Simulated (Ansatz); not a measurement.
Species, as SMILES: [NH2] (NH2), doublet.
Atoms: N1, H2, H3. Bonds: N1-H2, N1-H3.

Basis-set convergence of the highest harmonic wavenumber at B3LYP with Ansatz (a first-principles code). Each level at its own minimum, finite differences of forces, unscaled; the reference is a large set that could be run, not a limit. All functions are spherical. The program fits the integrals of some runs and decomposes those of others, by size. Open shells are unrestricted. No added dispersion term, no relativity. Reference: the value in def2-QZVPPD, 3447 cm⁻¹, itself unsure by roughly 3 cm⁻¹ (its mean distance from pcseg-3, def2-QZVPP, cc-pVQZ). Deviations are taken from unrounded values.

```csv
basis,functions,highest harmonic wavenumber (cm⁻¹),minus reference (cm⁻¹)
3-21G,13,3173,-274
6-31G,13,3358,-89
cc-pVDZ,24,3375,-72
aug-pcseg-1,41,3425,-21
"6-311++G(2d,2p)",47,3453,6
pcseg-2,58,3444,-3
"6-311++G(3df,3pd)",75,3448,1
aug-pcseg-2,92,3448,1
cc-pVQZ,115,3439,-8
```
